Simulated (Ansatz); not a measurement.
Consider the isomerisation: `NC(S)CS` → `CC(N)(S)S`.

Isolated molecules relaxed with PBE0-D4/def2-TZVP in Ansatz; ΔE leaves out vibrations. CCSD(T)/CBS is the MP2 limit (def2-TZVPP, def2-QZVPP) plus CCSD(T) − MP2 in def2-TZVPP, frozen cores. Functionals use def2-TZVPP. B3LYP here is the variant with VWN-RPA as its local correlation; programs differ in this. Each species was taken in one conformer, which may not be the lowest.

(1) Is it downhill or uphill in electronic energy at CCSD(T)/CBS, and by how much? (Best estimate.)

(2) What do these levels give: PBE-D4, B3LYP-D4, ωB97X-V, HF/def2-TZVPP, SCS-MP2/def2-TZVPP, CCSD(T)/def2-TZVPP? (Estimate.)

Largest T1 diagnostic among the species: 0.011.

Results:

(1) The calculation gave: Downhill: ΔE = -7.7 kJ/mol.

(2) The calculation gave: PBE-D4 -5.4, B3LYP-D4 -5.4, ωB97X-V -6.0, HF/def2-TZVPP 0.5, SCS-MP2/def2-TZVPP -9.0, CCSD(T)/def2-TZVPP -7.2 kJ/mol.

The D4 term adds −3.7 kJ/mol with B3LYP and −1.7 kJ/mol with PBE0; it sums over pairs of atoms, weighted by their polarisabilities, and B3LYP, whose exchange is more repulsive, gets the larger term. In def2-TZVPP, CCSD(T) changes the Hartree–Fock value by −7.8 kJ/mol (the triples alone add −1.8 kJ/mol) and MP2 by −11.7 kJ/mol.
